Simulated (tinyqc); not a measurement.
RKS/LDA (PW92) in the sto-6g basis, for H2O, spin multiplicity 1, step by step. One step of it, computed by the program tinyqc.

Task: Iteration 2: building the Kohn-Sham matrix. J_ij = sum D_kl (ij|kl); F = H + J + V_xc; E = tr D H + tr D J / 2 + E_xc + E_nn.

D after iteration 1, order 1O 1s, 1O 2s, 1O 2px, 1O 2py, 1O 2pz, 2H 1s, 3H 1s:
$$\begin{pmatrix}
2.101573 & -0.439372 & 0.000000 & 0.000000 & 0.118815 & -0.019686 & -0.019686 \\
-0.439372 & 2.045355 & 0.000000 & 0.000000 & -0.734284 & -0.137206 & -0.137206 \\
0.000000 & 0.000000 & 2.000000 & 0.000000 & 0.000000 & 0.000000 & 0.000000 \\
0.000000 & 0.000000 & 0.000000 & 0.523342 & 0.000000 & 0.518228 & -0.518228 \\
0.118815 & -0.734284 & 0.000000 & 0.000000 & 1.085262 & 0.544170 & 0.544170 \\
-0.019686 & -0.137206 & 0.000000 & 0.518228 & 0.544170 & 0.820803 & -0.205525 \\
-0.019686 & -0.137206 & 0.000000 & -0.518228 & 0.544170 & -0.205525 & 0.820803
\end{pmatrix}$$

core Hamiltonian H = T + V (hartree), order 1O 1s, 1O 2s, 1O 2px, 1O 2py, 1O 2pz, 2H 1s, 3H 1s:
$$\begin{pmatrix}
-33.077729 & -7.312339 & 0.000000 & 0.000000 & -0.019479 & -1.909280 & -1.909280 \\
-7.312339 & -9.285350 & 0.000000 & 0.000000 & -0.213755 & -3.951996 & -3.951996 \\
0.000000 & 0.000000 & -7.505738 & 0.000000 & 0.000000 & 0.000000 & 0.000000 \\
0.000000 & 0.000000 & 0.000000 & -7.694723 & 0.000000 & -2.224498 & 2.224498 \\
-0.019479 & -0.213755 & 0.000000 & 0.000000 & -7.588319 & -1.538243 & -1.538243 \\
-1.909280 & -3.951996 & 0.000000 & -2.224498 & -1.538243 & -5.208153 & -1.605596 \\
-1.909280 & -3.951996 & 0.000000 & 2.224498 & -1.538243 & -1.605596 & -5.208153
\end{pmatrix}$$

Two-electron integrals (ij|kl) in chemists' order, unique and non-zero (hartree):
```
(11|11) 4.787491    (21|11) 0.675884    (21|21) 0.121505    (22|11) 1.117379
(22|21) 0.249212    (22|22) 0.817383    (31|31) 0.025762    (32|31) 0.039145
(32|32) 0.180664    (33|11) 1.117381    (33|21) 0.249212    (33|22) 0.817382
(33|33) 0.880663    (41|41) 0.025762    (42|41) 0.039145    (42|42) 0.180664
(43|43) 0.047461    (44|11) 1.117381    (44|21) 0.249212    (44|22) 0.817382
(44|33) 0.785741    (44|44) 0.880663    (51|51) 0.025762    (52|51) 0.039145
(52|52) 0.180664    (53|53) 0.047461    (54|54) 0.047461    (55|11) 1.117381
(55|21) 0.249212    (55|22) 0.817382    (55|33) 0.785741    (55|44) 0.785741
(55|55) 0.880663    (61|11) 0.187280    (61|21) 0.032249    (61|22) 0.064626
(61|33) 0.064484    (61|41) 0.001309    (61|42) 0.002549    (61|44) 0.064780
(61|51) 0.000866    (61|52) 0.001685    (61|54) 0.000195    (61|55) 0.064613
(61|61) 0.008725    (62|11) 0.427744    (62|21) 0.096601    (62|22) 0.347424
(62|33) 0.341871    (62|41) 0.006395    (62|42) 0.045847    (62|44) 0.353464
(62|51) 0.004228    (62|52) 0.030307    (62|54) 0.007663    (62|55) 0.346937
(62|61) 0.025731    (62|62) 0.178821    (63|31) 0.011082    (63|32) 0.061185
(63|43) 0.009603    (63|53) 0.006348    (63|63) 0.026246    (64|11) 0.246671
(64|21) 0.056531    (64|22) 0.216857    (64|33) 0.206914    (64|41) 0.014436
(64|42) 0.088699    (64|44) 0.233513    (64|51) 0.002217    (64|52) 0.018188
(64|54) 0.011235    (64|55) 0.210144    (64|61) 0.015802    (64|62) 0.135768
(64|64) 0.128413    (65|11) 0.163059    (65|21) 0.037369    (65|22) 0.143351
(65|33) 0.136778    (65|41) 0.002217    (65|42) 0.018188    (65|44) 0.141665
(65|51) 0.012548    (65|52) 0.073208    (65|54) 0.012834    (65|55) 0.151610
(65|61) 0.010446    (65|62) 0.089748    (65|64) 0.067537    (65|65) 0.070890
(66|11) 0.548453    (66|21) 0.126136    (66|22) 0.515603    (66|33) 0.494742
(66|41) 0.011520    (66|42) 0.110267    (66|44) 0.538293    (66|51) 0.007615
(66|52) 0.072891    (66|54) 0.028789    (66|55) 0.513773    (66|61) 0.034010
(66|62) 0.325730    (66|64) 0.282938    (66|65) 0.187033    (66|66) 0.774999
(71|11) 0.187280    (71|21) 0.032249    (71|22) 0.064626    (71|33) 0.064484
(71|41) -0.001309   (71|42) -0.002549   (71|44) 0.064780    (71|51) 0.000866
(71|52) 0.001685    (71|54) -0.000195   (71|55) 0.064613    (71|61) 0.008581
(71|62) 0.024792    (71|64) 0.013778    (71|65) 0.010055    (71|66) 0.032216
(71|71) 0.008725    (72|11) 0.427744    (72|21) 0.096601    (72|22) 0.347424
(72|33) 0.341871    (72|41) -0.006395   (72|42) -0.045847   (72|44) 0.353464
(72|51) 0.004228    (72|52) 0.030307    (72|54) -0.007663   (72|55) 0.346937
(72|61) 0.024792    (72|62) 0.144931    (72|64) 0.075553    (72|65) 0.070573
(72|66) 0.217191    (72|71) 0.025731    (72|72) 0.178821    (73|31) 0.011082
(73|32) 0.061185    (73|43) -0.009603   (73|53) 0.006348    (73|63) 0.020590
(73|73) 0.026246    (74|11) -0.246671   (74|21) -0.056531   (74|22) -0.216857
(74|33) -0.206914   (74|41) 0.014436    (74|42) 0.088699    (74|44) -0.233513
(74|51) -0.002217   (74|52) -0.018188   (74|54) 0.011235    (74|55) -0.210144
(74|61) -0.013778   (74|62) -0.075553   (74|64) -0.019168   (74|65) -0.035919
(74|66) -0.099209   (74|71) -0.015802   (74|72) -0.135768   (74|74) 0.128413
(75|11) 0.163059    (75|21) 0.037369    (75|22) 0.143351    (75|33) 0.136778
(75|41) -0.002217   (75|42) -0.018188   (75|44) 0.141665    (75|51) 0.012548
(75|52) 0.073208    (75|54) -0.012834   (75|55) 0.151610    (75|61) 0.010055
(75|62) 0.070573    (75|64) 0.035919    (75|65) 0.054437    (75|66) 0.116076
(75|71) 0.010446    (75|72) 0.089748    (75|74) -0.067537   (75|75) 0.070890
(76|11) 0.161842    (76|21) 0.036838    (76|22) 0.141562    (76|33) 0.138716
(76|44) 0.141793    (76|51) 0.002644    (76|52) 0.021737    (76|55) 0.144176
(76|61) 0.009683    (76|62) 0.070467    (76|64) 0.046056    (76|65) 0.039773
(76|66) 0.128323    (76|71) 0.009683    (76|72) 0.070467    (76|74) -0.046056
(76|75) 0.039773    (76|76) 0.033020    (77|11) 0.548453    (77|21) 0.126136
(77|22) 0.515603    (77|33) 0.494742    (77|41) -0.011520   (77|42) -0.110267
(77|44) 0.538293    (77|51) 0.007615    (77|52) 0.072891    (77|54) -0.028789
(77|55) 0.513773    (77|61) 0.032216    (77|62) 0.217191    (77|64) 0.099209
(77|65) 0.116076    (77|66) 0.337681    (77|71) 0.034010    (77|72) 0.325730
(77|74) -0.282938   (77|75) 0.187033    (77|76) 0.128323    (77|77) 0.774999
```

nuclear repulsion = 9.51651104 hartree

V_xc (hartree), order 1O 1s, 1O 2s, 1O 2px, 1O 2py, 1O 2pz, 2H 1s, 3H 1s:
$$\begin{pmatrix}
-2.924065 & -0.366613 & 0.000000 & 0.000000 & 0.003818 & -0.104844 & -0.104844 \\
-0.366613 & -0.787113 & 0.000000 & 0.000000 & 0.008912 & -0.328510 & -0.328510 \\
0.000000 & 0.000000 & -0.801919 & 0.000000 & 0.000000 & 0.000000 & 0.000000 \\
0.000000 & 0.000000 & 0.000000 & -0.776540 & 0.000000 & -0.207238 & 0.207238 \\
0.003818 & 0.008912 & 0.000000 & 0.000000 & -0.782825 & -0.137537 & -0.137537 \\
-0.104844 & -0.328510 & 0.000000 & -0.207238 & -0.137537 & -0.509338 & -0.128112 \\
-0.104844 & -0.328510 & 0.000000 & 0.207238 & -0.137537 & -0.128112 & -0.509338
\end{pmatrix}$$

E_xc = sum of w rho eps_xc = -8.82888232 hartree

Give: Coulomb J; Kohn-Sham matrix F; total energy of this density.

Result:

Coulomb J (hartree), order 1O 1s, 1O 2s, 1O 2px, 1O 2py, 1O 2pz, 2H 1s, 3H 1s:
$$\begin{pmatrix}
17.2355 & 3.0576 & 0.0000 & 0.0000 & -0.0104 & 0.8170 & 0.8170 \\
3.0576 & 8.1047 & 0.0000 & 0.0000 & 0.0350 & 3.4457 & 3.4457 \\
0.0000 & 0.0000 & 8.1155 & 0.0000 & 0.0000 & 0.0000 & 0.0000 \\
0.0000 & 0.0000 & 0.0000 & 8.1049 & 0.0000 & 2.1513 & -2.1513 \\
-0.0104 & 0.0350 & 0.0000 & 0.0000 & 8.0938 & 1.4420 & 1.4420 \\
0.8170 & 3.4457 & 0.0000 & 2.1513 & 1.4420 & 5.2548 & 1.4138 \\
0.8170 & 3.4457 & 0.0000 & -2.1513 & 1.4420 & 1.4138 & 5.2548
\end{pmatrix}$$

Kohn-Sham matrix F (hartree), order 1O 1s, 1O 2s, 1O 2px, 1O 2py, 1O 2pz, 2H 1s, 3H 1s:
$$\begin{pmatrix}
-18.7663 & -4.6214 & 0.0000 & 0.0000 & -0.0261 & -1.1972 & -1.1972 \\
-4.6214 & -1.9677 & 0.0000 & 0.0000 & -0.1698 & -0.8348 & -0.8348 \\
0.0000 & 0.0000 & -0.1922 & 0.0000 & 0.0000 & 0.0000 & 0.0000 \\
0.0000 & 0.0000 & 0.0000 & -0.3664 & 0.0000 & -0.2804 & 0.2804 \\
-0.0261 & -0.1698 & 0.0000 & 0.0000 & -0.2773 & -0.2338 & -0.2338 \\
-1.1972 & -0.8348 & 0.0000 & -0.2804 & -0.2338 & -0.4627 & -0.3199 \\
-1.1972 & -0.8348 & 0.0000 & 0.2804 & -0.2338 & -0.3199 & -0.4627
\end{pmatrix}$$

total energy of this density = -75.386894 hartree
